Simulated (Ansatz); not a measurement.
**SiH5 (doublet): from Hartree-Fock to the top rungs at distance H1–H2 along a hydrogen transfer = 0.745 Å, 6-31G**

How much of the correlation energy of SiH5 (doublet) does each wave-function method recover here?

Program: Ansatz 0.2.0, Gaussian basis. Level of theory: 6-31G, core rule «outside noble gas», up to 5 orbitals frozen. These are calculated values, not measurements.

To be run: UHF; CCSD(T) on ROHF; CCSD(T) on UHF; BCCD(T) on ROHF; CISD; CCSDT(Q) on ROHF; CCSDT(Q) on UHF; CCSDTQ on ROHF; CASSCF and MRCISD+Q, 3 electrons in 3 orbitals; CASSCF and NEVPT2, 3 electrons in 3 orbitals; CASSCF and MRCISD+Q, 9 electrons in 9 orbitals; CASSCF and NEVPT2, 9 electrons in 9 orbitals; Full CI.

5 further runs of the same task are left out: 2 that didn't finish, 3 set aside as unsound or not needed.

### Step 1. What is computed

The geometry derives from fragments relaxed apart (PBE0/def2-TZVP) and kept rigid, so it is no stationary point. A hydrogen atom is moved between rigid fragments.

6 atoms, charge 0, spin multiplicity 2.

Atoms are counted from 1 here; the program's logs count them from 0.

Bond lengths: H1–H2 0.745 Å, Si3–H4 1.486 Å, Si3–H5 1.486 Å, Si3–H6 1.486 Å. Angles: H4–Si3–H5 111.3°, H4–Si3–H6 111.3°, H5–Si3–H6 111.3°.

Geometry (Å):

```csv
atom,x (Å),y (Å),z (Å)
H1,-2.7234,0.0000,0.0000
H2,-1.9784,0.0000,0.0000
Si3,0.1086,0.0000,0.0000
H4,0.5586,-1.4163,0.0000
H5,0.5586,0.7081,-1.2265
H6,0.5586,0.7081,1.2265
```

### Step 2. UHF

Contents of in.yaml:

```yaml
crystal:
  periodic: [false, false, false]
  atoms:
    - {symbol: H, position_ang: [-2.723399, 0.000000, -0.000001]}
    - {symbol: H, position_ang: [-1.978399, 0.000000, -0.000001]}
    - {symbol: Si, position_ang: [0.108601, 0.000000, 0.000000]}
    - {symbol: H, position_ang: [0.558574, -1.416253, 0.000000]}
    - {symbol: H, position_ang: [0.558575, 0.708126, -1.226511]}
    - {symbol: H, position_ang: [0.558574, 0.708127, 1.226511]}
basis:
  gaussian: {orbitals: 6-31G}
magnetization: {spin_polarized: true, initial_magnetization: 1}
hamiltonian: {xc: hf}
output: {orbitals: {seedname: orbitals}}
```

On the command line:

```
$ ansatz run in.yaml --threads 1 --pin off --events-out ev --progress --plain --max-ram 2393MiB
```

Further steps of the session: CCSD(T) on ROHF; CCSD(T) on UHF; BCCD(T) on ROHF; CISD; CCSDT(Q) on ROHF; CCSDT(Q) on UHF; CCSDTQ on ROHF; CASSCF and MRCISD+Q, 3 electrons in 3 orbitals; CASSCF and NEVPT2, 3 electrons in 3 orbitals; CASSCF and MRCISD+Q, 9 electrons in 9 orbitals; CASSCF and NEVPT2, 9 electrons in 9 orbitals; Full CI.

**Question.** What will the summary of the whole plan be? Wanted: FCI below the RHF energy; RMP2 from FCI; UMP2 from FCI; RCCSD from FCI; RCCSD(T) from FCI; UCCSD(T) from FCI; RCCSDT(Q) from FCI; UCCSDT(Q) from FCI; NEVPT2 pair from FCI.

As calculated:

```
                         quantity                                                                                                                       value
         FCI below the RHF energy                                                                                                                  -2.6679 eV
                    RMP2 from FCI                                                                                                                  +785.6 meV
                    UMP2 from FCI                                                                                                                  +772.4 meV
                   RCCSD from FCI                                                                                                                   +34.8 meV
                RCCSD(T) from FCI                                                                                                                   +10.6 meV
                UCCSD(T) from FCI                                                                                                                   +10.7 meV
               RCCSDT(Q) from FCI                                                                                                                    +0.3 meV
               UCCSDT(Q) from FCI                                                                                                                    +0.2 meV
             NEVPT2 pair from FCI                                                                                                                  +648.5 meV
          NEVPT2 valence from FCI                                                                                                                  +235.1 meV
        MRCISD+Q valence from FCI                                                                                                                   +13.6 meV
levels within 1 kcal/mol (43 meV)  RCCSD, UCCSD, RCCSD(T), UCCSD(T), BCCD(T), RCCSDT, UCCSDT, RCCSDT(Q), UCCSDT(Q), RCCSDTQ, MRCISD valence, MRCISD+Q valence
                    T1 diagnostic                                                                                                                       0.016
   effectively unpaired electrons                                                                                                                        1.03
```

**Reading.** RCCSD(T) misses by +10.6 meV, 0.4 % of the correlation energy. One determinant dominates. Of the multireference levels listed MRCISD+Q valence comes nearest in total energy (+13.6 meV), which doesn't show that its space is the better one. These misses are within one basis, not against nature; the frozen cores of restricted and unrestricted runs differ, which can shift their rows.
